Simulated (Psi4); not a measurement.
# SiNH3 (SMILES [N][SiH3]) at 5 levels

We compute a comparison of 5 runs (UHF/STO-3G, UPBE0/def2-SVP, UPBEsol/cc-pVDZ, UMP2/2ZaPa-NR) of SiNH3. 

The calculation is run with Psi4 1.11.

2 further runs of the same task are left out: 1 that didn't finish, 1 set aside as unsound or not needed.

## (1) The structure to begin with

The species is SiNH3 (5 atoms), meant as a triplet with charge 0. SMILES: `[N][SiH3]`. The coordinates come from a GFN2-xTB relaxation.

Bond lengths: N1–Si2 1.655 Å, Si2–H3 1.476 Å, Si2–H4 1.476 Å, Si2–H5 1.476 Å. Angles: N1–Si2–H3 111.3°, N1–Si2–H4 111.1°, N1–Si2–H5 111.1°, H3–Si2–H4 107.7°, H3–Si2–H5 107.7°, H4–Si2–H5 107.7°.

## (2) Energy and gradient at UHF/STO-3G (run 1)

input.in

```
memory 1600 MB

molecule mol {
  0 3
  N     -1.536630     0.334330     0.479510
  Si     0.010240    -0.002340    -0.003820
  H      0.064950    -0.313200    -1.445390
  H      0.555100    -1.162980     0.727210
  H      0.906340     1.144190     0.242490
  symmetry c1
  no_reorient
  no_com
}

set reference uhf
set puream true
set e_convergence 1e-09
set d_convergence 1e-08
set scf_type pk
set maxiter 200

energy_value, wavefunction = gradient("scf/STO-3G", return_wfn=True)
oeprop(wavefunction, "DIPOLE", "WIBERG_LOWDIN_INDICES", "MULLIKEN_CHARGES", title="SCF")
print_variables()
```

On the command line:

```bash
$ psi4 -i input.in -o input.out -n 1
```

input.out:

```text
[...]
  Running in c1 symmetry.
[...]
  Nuclear repulsion =   51.355040844779239
[...]
  Multiplicity = 3
[...]
  Nalpha       = 13
  Nbeta        = 11
[...]
    Number of basis functions: 17
[...]
   @UHF iter   1:  -340.93905442112055   -1.88910e+00   1.56949e-02 ADIIS/DIIS
[...]
   @UHF iter  13:  -341.03352726546899   -1.42109e-12   2.83374e-09 DIIS
[...]
   @S^2 Observed:                2.013992266E+00
[...]
    Orbital Energies [Eh]
    ---------------------
    Alpha Occupied:
       1A    -67.999740     2A    -15.282060     3A     -5.984832
       4A     -4.010969     5A     -4.009445     6A     -4.009441
       7A     -1.108276     8A     -0.666480     9A     -0.505882
      10A     -0.505866    11A     -0.411358    12A     -0.393666
      13A     -0.393572
    Alpha Virtual:
      14A      0.514179    15A      0.554913    16A      0.555088
      17A      0.562169
    Beta Occupied:
[...]
  @UHF Final Energy:  -341.03352726546899
   => Energetics <=
    Nuclear Repulsion Energy =             51.3550408447792393
    One-Electron Energy =                -575.5461034767065485
    Two-Electron Energy =                 183.1575353664582622
    Total Energy =                       -341.0335272654689902
  UHF NO Occupations:
  HONO-2 :   11  A 1.9951327
  HONO-1 :   12  A 1.0000000
[...]
  -Total Gradient:
     Atom            X                  Y                   Z
    ------   -----------------  -----------------  -----------------
       1        0.126693850374    -0.027564610358    -0.039474787422
       2       -0.161625612049     0.035131414791     0.050177320832
       3        0.003991751248    -0.006029528907    -0.025914978441
       4        0.012415129900    -0.020816356070     0.011835731122
       5        0.018524880528     0.019279080544     0.003376713908
[...]
 Multipole Moments:
 ------------------------------------------------------------------------------------
     Multipole            Electronic (a.u.)      Nuclear  (a.u.)        Total (a.u.)
 ------------------------------------------------------------------------------------
 L = 1.  Multiply by 2.5417464519 to convert [e a0] to [Debye]
 Dipole X            :         17.6390739          -17.1712988            0.4677751
 Dipole Y            :         -3.8353737            3.7332673           -0.1021063
 Dipole Z            :         -5.4908936            5.3430116           -0.1478820
 Magnitude           :                                                    0.5011071
[...]
  Mulliken Charges: (a.u.)
   Center  Symbol    Alpha    Beta     Spin     Total
       1     N     4.68006  2.62212  2.05794 -0.30219
       2    SI     6.50480  6.74954 -0.24474  0.74565
       3     H     0.60495  0.54279  0.06216 -0.14774
       4     H     0.60509  0.54277  0.06232 -0.14786
       5     H     0.60509  0.54278  0.06231 -0.14786
   Total alpha = 13.00000, Total beta = 11.00000, Total charge = -0.00000
  Wiberg Bond Indices using Orthogonal Lowdin Orbitals:
  Total Bond Index:
[...]
```

It took 2 s on 1 thread of AMD EPYC 7B13 (Zen 3), shared host; peak memory 0.18 GiB.

## (3) A single-point energy at UPBE0/def2-SVP (run 2)

run.py

```python
import psi4

psi4.set_memory(1600000000)
psi4.set_num_threads(1)
psi4.core.set_output_file('run.log', False)

molecule = psi4.geometry("""
0 3
N
Si 1 1.655222
H 2 1.475721 1 111.26844
H 2 1.475928 3 107.72827 1 122.03018
H 2 1.475871 3 107.70779 4 115.92567
symmetry c1
""")

psi4.set_options({
    'reference': 'uks',
    'puream': True,
    'e_convergence': 1e-09,
    'd_convergence': 1e-08,
    'scf_type': 'pk',
    'dft_radial_points': 99,
    'dft_spherical_points': 590,
    'maxiter': 200,
})

energy_value, wavefunction = psi4.energy("pbe0/def2-SVP", molecule=molecule, return_wfn=True)
psi4.oeprop(wavefunction, "LOWDIN_CHARGES", "MULLIKEN_CHARGES", "WIBERG_LOWDIN_INDICES")
print(f'total energy {energy_value:.8f} hartree = {energy_value * 27.211386:.5f} eV')
for k, v in sorted(psi4.core.scalar_variables().items()):
    print(f'{k:45s} {v:18.10f}')
```

On the command line:

```bash
$ python run.py
```

run.log, cut to the lines that bear on the results:

```text
[...]
  Running in c1 symmetry.
[...]
  Nuclear repulsion =   51.355046571734498
[...]
  Multiplicity = 3
[...]
  Nalpha       = 13
  Nbeta        = 11
[...]
    Number of basis functions: 47
[...]
   @UKS iter   1:  -345.48026460033896   -4.20986e-01   8.17729e-03 ADIIS/DIIS
[...]
   @UKS iter  11:  -345.58511038270404   -6.53699e-12   8.03691e-09 DIIS
[...]
   @S^2 Observed:                2.007456742E+00
[...]
  @UKS Final Energy:  -345.58511038270404
   => Energetics <=
    Nuclear Repulsion Energy =             51.3550465717344977
    One-Electron Energy =                -578.7560611061222744
    Two-Electron Energy =                 203.5240033655056493
    DFT Exchange-Correlation Energy =     -21.7080992138219315
    Empirical Dispersion Energy =           0.0000000000000000
    VV10 Nonlocal Energy =                  0.0000000000000000
    Total Energy =                       -345.5851103827039879
[...]
 Multipole Moments:
 ------------------------------------------------------------------------------------
     Multipole            Electronic (a.u.)      Nuclear  (a.u.)        Total (a.u.)
 ------------------------------------------------------------------------------------
 L = 1.  Multiply by 2.5417464519 to convert [e a0] to [Debye]
 Dipole X            :          0.0001569           -0.0000802            0.0000767
 Dipole Y            :         -0.0039544            0.0026054           -0.0013490
 Dipole Z            :         -2.2748421            2.8610116            0.5861695
 Magnitude           :                                                    0.5861711
[...]
  Mulliken Charges: (a.u.)
   Center  Symbol    Alpha    Beta     Spin     Total
       1     N     4.52017  2.67519  1.84497 -0.19536
       2    SI     6.77019  6.86671 -0.09652  0.36310
       3     H     0.56983  0.48611  0.08371 -0.05594
       4     H     0.56991  0.48599  0.08392 -0.05590
       5     H     0.56991  0.48600  0.08391 -0.05590
   Total alpha = 13.00000, Total beta = 11.00000, Total charge =  0.00000
  Lowdin Charges: (a.u.)
   Center  Symbol    Alpha    Beta     Spin     Total
       1     N     4.45179  2.67182  1.77997 -0.12361
[...]
```

On the terminal:

```text
total energy -345.58511038 hartree = -9403.84983 eV
CURRENT ENERGY                                   -345.5851103827
CURRENT REFERENCE ENERGY                         -345.5851103827
DD SOLVATION ENERGY                                 0.0000000000
DFT FUNCTIONAL TOTAL ENERGY                      -345.5851103827
DFT TOTAL ENERGY                                 -345.5851103827
DFT VV10 ENERGY                                     0.0000000000
DFT XC ENERGY                                     -21.7080992138
GRID ELECTRONS ALPHA                               13.0000000356
GRID ELECTRONS BETA                                11.0000000449
GRID ELECTRONS TOTAL                               24.0000000806
NUCLEAR REPULSION ENERGY                           51.3550465717
ONE-ELECTRON ENERGY                              -578.7560611061
PCM POLARIZATION ENERGY                             0.0000000000
PE ENERGY                                           0.0000000000
SCF ITERATION ENERGY                             -345.5851103827
SCF ITERATIONS                                     11.0000000000
SCF TOTAL ENERGY                                 -345.5851103827
TWO-ELECTRON ENERGY                               203.5240033655
XC GRID RADIAL POINTS                              99.0000000000
XC GRID SPHERICAL POINTS                          590.0000000000
XC GRID TOTAL POINTS                           279261.0000000000
```

Wall time 11 s (1 thread of AMD EPYC 7B13 (Zen 3), shared host); peak memory 0.58 GiB.

Runs 3 to 4 aren't shown in full; the table further down has their settings and results.

## (4) A single-point energy at UMP2/2ZaPa-NR (fitted SCF) (run 5)

run.py

```python
import psi4

psi4.set_memory(1600000000)
psi4.set_num_threads(1)
psi4.set_output_file('psi4.out', False)

m = psi4.geometry("""
0 3
N     -1.536630     0.334330     0.479510
Si     0.010240    -0.002340    -0.003820
H      0.064950    -0.313200    -1.445390
H      0.555100    -1.162980     0.727210
H      0.906340     1.144190     0.242490
units angstrom
""")

options = {'basis': '2ZaPa-NR', 'reference': 'uhf', 'freeze_core': True, 'mp2_type': 'conv'}
psi4.set_options(options)

e_tot = psi4.energy('mp2')
print(f'total energy {e_tot:.8f} hartree = {e_tot * 27.211386:.5f} eV')
```

On the command line:

```bash
$ python run.py
```

psi4.out:

```text
[...]
  Running in c1 symmetry.
[...]
  Nuclear repulsion =   51.355040844779239
[...]
  Multiplicity = 3
[...]
  Nalpha       = 13
  Nbeta        = 11
[...]
    Number of basis functions: 63
[...]
   @UHF iter   1:  -344.86778313323936   -7.59587e-01   6.42984e-03 ADIIS/DIIS
[...]
   @UHF iter  16:  -345.07283410955949   -9.32232e-12   3.07011e-09 DIIS
[...]
   @S^2 Observed:                2.014464456E+00
[...]
    Orbital Energies [Eh]
    ---------------------
    Alpha Occupied:
       1A    -68.777825     2A    -15.623357     3A     -6.137452
       4A     -4.243637     5A     -4.242192     6A     -4.242190
       7A     -1.186626     8A     -0.715971     9A     -0.589062
      10A     -0.589032    11A     -0.530959    12A     -0.476764
      13A     -0.476644
    Alpha Virtual:
      14A      0.043833    15A      0.052976    16A      0.057167
      17A      0.057186    18A      0.103135    19A      0.103142
      20A      0.143003    21A      0.173390    22A      0.195724
      23A      0.195868    24A      0.214471    25A      0.229692
[...]
  @UHF Final Energy:  -345.07283410955949
   => Energetics <=
    Nuclear Repulsion Energy =             51.3550408447792393
    One-Electron Energy =                -578.7233904430995608
    Two-Electron Energy =                 182.2955154887607705
    Total Energy =                       -345.0728341095594942
  UHF NO Occupations:
  HONO-2 :   11  A 1.9960321
  HONO-1 :   12  A 1.0000000
[...]
 Multipole Moments:
 ------------------------------------------------------------------------------------
     Multipole            Electronic (a.u.)      Nuclear  (a.u.)        Total (a.u.)
 ------------------------------------------------------------------------------------
 L = 1.  Multiply by 2.5417464519 to convert [e a0] to [Debye]
 Dipole X            :         -2.1807704            2.6745596            0.4937892
 Dipole Y            :          0.4738395           -0.5816206           -0.1077812
 Dipole Z            :          0.6766988           -0.8329727           -0.1562739
 Magnitude           :                                                    0.5290237
[...]
	SCS-MP2 Total Energy (a.u.)        :  -345.27939724124388
	SOS-MP2 Total Energy (a.u.)        :  -345.26622887418529
	SCSN-MP2 Total Energy (a.u.)       :  -345.14236308762884
[...]
	SOS-PI-MP2 Total Energy (a.u.)     :  -345.29846133495624
[...]
	MP2 Total Energy (a.u.)            :  -345.27350151459007
[...]
```

On the terminal:

```text
total energy -345.27350151 hartree = -9395.37053 eV
```

Run time: 3.6 s. Hardware: 1 thread of AMD EPYC 7B13 (Zen 3), shared host; peak memory 0.26 GiB.

## (5) All runs side by side

```
run                             level        task         integration grid  energy (Eh)  dipole moment (D)  HOMO energy (eV)  LUMO energy (eV)  wall time
  1                        UHF/STO-3G    gradient                        –  -341.033527               1.27             -8.86              8.25        2 s
  2                    UPBE0/def2-SVP      energy  99 radial × 590 angular  -345.585110               1.49             -8.65             -3.26       11 s
  3           UPBEsol/cc-pVDZ (sfX2C)  properties  75 radial × 302 angular  -345.487631               1.63             -6.78             -4.56      8.7 s
  4  UMP2/2ZaPa-NR (ZORA, fitted SCF)      energy                        –  -346.231875                  –            -12.58              1.16       15 s
  5        UMP2/2ZaPa-NR (fitted SCF)      energy                        –  -345.273502                  –            -12.59              1.16      3.6 s
```

## (6) Summary of results

| quantity | value |
| --- | --- |
| run 5: total energy | -345.27350 Eh |
| run 5: HOMO energy (Hartree–Fock orbitals) (highest over α and β) | -12.59 eV |
| run 5: LUMO energy (Hartree–Fock orbitals) (lowest over α and β) | 1.16 eV |
| run 5: correlation energy (6 core orbitals frozen) | -200.7 mEh |
| run 5: ⟨S²⟩ of the reference determinant | 2.014 |

Over runs 1, 2, 3 the dipole moment (its size) runs from 1.27 D (UHF/STO-3G) to 1.63 D (UPBEsol/cc-pVDZ). The two ends differ in method and basis and Hamiltonian. Totals of different functionals can't be ranked against each other. Some runs of one species differ in core potentials or relativity; totals across that change don't compare. In run 1 the basis is minimal, so the values are rough. All runs together took 40 s, the longest 15 s.
